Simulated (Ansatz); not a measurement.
**BSiHO (quintet): from Hartree-Fock to the top rungs, def2-TZVPP**

An exercise on one series of results from a longer session: the logs are not shown, and one member is left open.

Program: Ansatz 0.2.0, Gaussian basis. Level of theory: def2-TZVPP, core rule «outside noble gas», up to 7 orbitals frozen. These are calculated values, not measurements.

Plan: UHF; ROHF; CCSD(T) on UHF.

2 further runs of the same task are left out: 2 set aside as unsound or not needed.

## What is computed

The geometry is a PBE0/def2-TZVP stationary point (not a proven minimum) of the parent state, kept for this charge and spin.

4 atoms, charge 0, spin multiplicity 5.

Atoms are counted from 1 here; the program's logs count them from 0.

Bond lengths: B1–Si2 1.800 Å, B1–H4 1.175 Å, Si2–O3 1.513 Å. Angles: Si2–B1–H4 180.0°, B1–Si2–O3 180.0°.

The first run:

Input file in.yaml:

```yaml
crystal:
  periodic: [false, false, false]
  atoms:
    - {symbol: B, position_ang: [0.000000, 0.000000, 0.984275]}
    - {symbol: Si, position_ang: [0.000000, 0.000000, -0.815325]}
    - {symbol: O, position_ang: [0.000000, 0.000000, -2.328425]}
    - {symbol: H, position_ang: [0.000000, 0.000000, 2.159475]}
basis:
  gaussian: {orbitals: def2-TZVPP}
magnetization: {spin_polarized: true, initial_magnetization: 4}
hamiltonian: {xc: hf}
output: {orbitals: {seedname: orbitals}}
```

Started as:

```bash
> ansatz run in.yaml --threads 1 --pin off --events-out ev --progress --plain --max-ram 4096MiB --backend cpu
```

Among the steps run: UHF; ROHF; CCSD(T) on UHF.

One of the session's tables, all rows but one given; the rest of the session is left out.

```
  method  from UCCSD(T) (kcal/mol)
    ROHF                   +249.91
     UHF                         ?
    UMP2                    +31.16
   UCCSD                     +9.41
UCCSD(T)                         0
```

Q: Estimate the row for UHF from the others.

As computed: from UCCSD(T) (kcal/mol): +245.25. In the column «from UCCSD(T) (kcal/mol)» it lies between UMP2 (+31.16) and ROHF (+249.91).
